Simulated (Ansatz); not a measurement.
How far each method lies from UCCSDT(Q) for Al–C–OH, quintet

Geometry: that of the Al–C–OH, triplet, kept fixed. The triplet lies 2.9 eV lower here.

```json
{"atom": "Al", "x (Å)": "0.0000", "y (Å)": "-0.1626", "z (Å)": "2.2201"}
{"atom": "C", "x (Å)": "0.0000", "y (Å)": "-0.0757", "z (Å)": "0.2890"}
{"atom": "O", "x (Å)": "0.0000", "y (Å)": "-0.2918", "z (Å)": "-0.9987"}
{"atom": "H", "x (Å)": "0.0000", "y (Å)": "0.5301", "z (Å)": "-1.5104"}
```

Basis cc-pVDZ; Ansatz 0.2.0. Correlated methods freeze the noble-gas cores, which leaves 14 electrons in 44 orbitals. R marks a restricted (for open shells ROHF) determinant, U an unrestricted one.

Full CI isn't at hand for all of this; UCCSDT(Q) serves as the reference, and is uncertain by the last step of the cluster series or more. The frozen core follows each run's orbitals, which can shift R against U totals by a few meV.

For open shells CISD is restricted-active-space CI with the open shells as a complete middle space.

The UHF ⟨S²⟩ is 6.020 and the T1 diagnostic (RCCSD) is 0.0277. The largest doubles amplitude (RCCSD) is 0.045 and the T1 diagnostic (UCCSD) is 0.0285.

```
   level  E − E(RHF) (eV)
     UHF          -0.1984
    RMP2          -8.2975
    UMP2          -8.2554
   RCCSD          -8.9096
   UCCSD          -8.9144
RCCSD(T)          -9.1698
UCCSD(T)          -9.1689
```

Estimate how far UCCSDT(Q) in cc-pVDZ lies from RCCSD(T). The table doesn't fix it; the size of (T) and the diagnostics are the guide.

UCCSDT(Q) in cc-pVDZ lies 5.0 kJ/mol below RCCSD(T), which is 20 % of the (T) step (-25.1 kJ/mol). The diagnostics are small and the rest is a small part of (T), but (T) is large here. The miss exceeds 1 kcal/mol.

The other levels:

```json
{"level": "CISD", "E − E(UCCSDT(Q)) (kJ/mol)": "98.3", "share of correlation (%)": "88.95", "wall time": "12 s"}
{"level": "BCCD(T)", "E − E(UCCSDT(Q)) (kJ/mol)": "5.0", "share of correlation (%)": "99.43", "wall time": "2.8 s"}
{"level": "RCCSDT", "E − E(UCCSDT(Q)) (kJ/mol)": "2.5", "share of correlation (%)": "99.72", "wall time": "–"}
{"level": "UCCSDT", "E − E(UCCSDT(Q)) (kJ/mol)": "2.4", "share of correlation (%)": "99.73", "wall time": "–"}
{"level": "RCCSDT(Q)", "E − E(UCCSDT(Q)) (kJ/mol)": "0.4", "share of correlation (%)": "99.95", "wall time": "50 s"}
```

The correlation energy at UCCSDT(Q), counted from RHF, is -9.222 eV. That run took 44 s on 1 thread of AMD EPYC 9R45, shared host.

Times hold each run's SCF and search for its determinant on a shared host, so for small cases they say little of a method's own cost; they ran on 1 thread of AMD EPYC 9R45. Some runs computed forces too.
